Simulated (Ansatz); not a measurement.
**C4H10O: one species, many methods**

One table from this session's results is given with a row withheld; the runs are named, their logs left out.

Method: functionals in def2-TZVPP, the program's frozen cores in correlated methods; program: Ansatz 0.2.0, Gaussian basis.

Plan: PBE-D4, r2SCAN-D4, PBE0-D4, B3LYP-D4, ωB97X-V, ωB97M-V, B2PLYP; CCSD(T)/def2-TZVPP; MP2/def2-QZVPP; extrapolation to the limit.

### The geometry

An earlier PBE0-D4 in a triple-zeta def2 set relaxation fixed the geometry.

15 atoms, charge 0, spin multiplicity 1.

Atoms are counted from 1 here; the program's logs count them from 0.

Bond lengths: C1–C2 1.521 Å, C1–H6 1.093 Å, C1–H7 1.093 Å, C1–H8 1.096 Å, C2–C3 1.521 Å, C2–C4 1.522 Å, C2–H9 1.097 Å, C3–H10 1.093 Å, C3–H11 1.095 Å, C3–H12 1.092 Å, C4–O5 1.411 Å, C4–H13 1.093 Å, C4–H14 1.102 Å, O5–H15 0.960 Å. Angles: C2–C1–H6 112.0°, C2–C1–H7 111.1°, C2–C1–H8 110.8°, H6–C1–H7 106.9°, H6–C1–H8 108.3°, H7–C1–H8 107.5°, C1–C2–C3 111.2°, C1–C2–C4 111.5°, C1–C2–H9 108.4°, C3–C2–C4 109.7°, C3–C2–H9 108.8°, C4–C2–H9 107.1°, C2–C3–H10 111.5°, C2–C3–H11 110.9°, C2–C3–H12 111.2°, H10–C3–H11 107.7°, H10–C3–H12 107.8°, H11–C3–H12 107.5° and more.

The first run:

in.yaml

```yaml
crystal:
  periodic: [false, false, false]
  atoms:
    - {symbol: C, position_ang: [-0.894351, -0.093065, 1.101247]}
    - {symbol: C, position_ang: [0.344703, 0.123393, 0.245911]}
    - {symbol: C, position_ang: [1.128778, -1.168978, 0.078795]}
    - {symbol: C, position_ang: [-0.012295, 0.687288, -1.122357]}
    - {symbol: O, position_ang: [-0.647633, 1.946318, -1.078313]}
    - {symbol: H, position_ang: [-1.432134, 0.840869, 1.285907]}
    - {symbol: H, position_ang: [-0.631164, -0.506961, 2.077488]}
    - {symbol: H, position_ang: [-1.582356, -0.796404, 0.619172]}
    - {symbol: H, position_ang: [0.983862, 0.863575, 0.742577]}
    - {symbol: H, position_ang: [2.031513, -1.015482, -0.518317]}
    - {symbol: H, position_ang: [0.523360, -1.931611, -0.421726]}
    - {symbol: H, position_ang: [1.433022, -1.573634, 1.046786]}
    - {symbol: H, position_ang: [0.899806, 0.836448, -1.706262]}
    - {symbol: H, position_ang: [-0.629171, -0.045877, -1.666066]}
    - {symbol: H, position_ang: [-1.515938, 1.834109, -0.684844]}
basis:
  gaussian: {orbitals: def2-TZVPP}
hamiltonian: {xc: pbe, dispersion: d4}
output: {forces: true, orbitals: {seedname: orbitals}}
```

Among the steps run: PBE-D4 (GGA); r2SCAN-D4 (meta-GGA); PBE0-D4 (hybrid); B3LYP-D4 (hybrid); ωB97X-V (range-separated); ωB97M-V (range-separated); B2PLYP (double hybrid); CCSD(T) in def2-TZVPP; MP2 in def2-QZVPP.

One table of the session follows, with a row left open; its other results are not shown here.

| method | atoms, summed (eV) | atomisation energy (kcal/mol) |
| --- | --- | --- |
| PBE-D4 | -6290.992 | 1424.8 |
| r2SCAN-D4 | -6296.431 | 1401.8 |
| PBE0-D4 | -6292.645 | 1406.0 |
| B3LYP-D4 | ? | ? |
| ωB97X-V | -6298.340 | 1401.1 |
| ωB97M-V | -6296.819 | 1403.4 |
| B2PLYP | -6295.250 | 1386.4 |
| HF/def2-TZVPP | -6274.500 | 1043.1 |
| MP2/def2-TZVPP | -6285.551 | 1385.0 |
| CCSD/def2-TZVPP | -6288.225 | 1353.9 |
| CCSD(T)/def2-TZVPP | -6288.523 | 1370.7 |
| MP2/CBS | -6287.595 | 1415.5 |
| CCSD(T)/CBS | -6290.567 | 1401.1 |

**Question.** Estimate the row for B3LYP-D4.

**Answer.** atoms, summed (eV): -6300.952; atomisation energy (kcal/mol): 1399.8. In the column «atoms, summed (eV)» it is the lowest.
